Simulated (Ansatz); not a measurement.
The input, for Ansatz 0.2.0:

```yaml
crystal:
  periodic: [false, false, false]
  atoms:
    - {symbol: Al, position_ang: [0.000000, 0.105264, 1.006952]}
    - {symbol: C, position_ang: [0.000000, 0.485411, -1.119862]}
    - {symbol: N, position_ang: [0.000000, -0.696891, -0.832779]}
    - {symbol: H, position_ang: [0.000000, 1.082252, -2.038110]}
basis:
  gaussian: {orbitals: cc-pVDZ}
magnetization: {spin_polarized: true, initial_magnetization: 3}
hamiltonian: {xc: {name: B3LYP}}
```

```sh
$ ansatz run in.yaml --threads 1 --pin off --events-out ev --progress --plain --max-ram 2393MiB
```

**Question.** Roughly how long does this take on 1 thread of Arm Neoverse V2, shared host, and how much host memory?

**Answer.** 1.7 s wall and 0.32 GiB.

```
494 factors; integrals over basis functions are off by at most 1.2e-3 eV
mean field evaluation 1: about -9122.0058 eV, gradient 4.4e1 eV
mean field evaluation 2: about -8989.1614 eV, gradient 1.3e2 eV
mean field evaluation 4: about -9134.1145 eV, gradient 1.9e1 eV
mean field evaluation 8: about -9135.9391 eV, gradient 7.3e-1 eV
mean field evaluation 16: about -9135.9437 eV, gradient 1.5e-3 eV
mean field -9135.94371174 eV, -335.7397388413 hartree, gradient 5.5e-5 eV, S^2 3.752977; 2 other end points of the search recorded, 0 dependent functions left out
reference -9135.94389770 eV, -335.7397456751 hartree; 15, 12 occupied and 36, 39 virtual orbitals, 494 factors
Total energy: -9135.94389770 eV, -335.7397456751 hartree
```
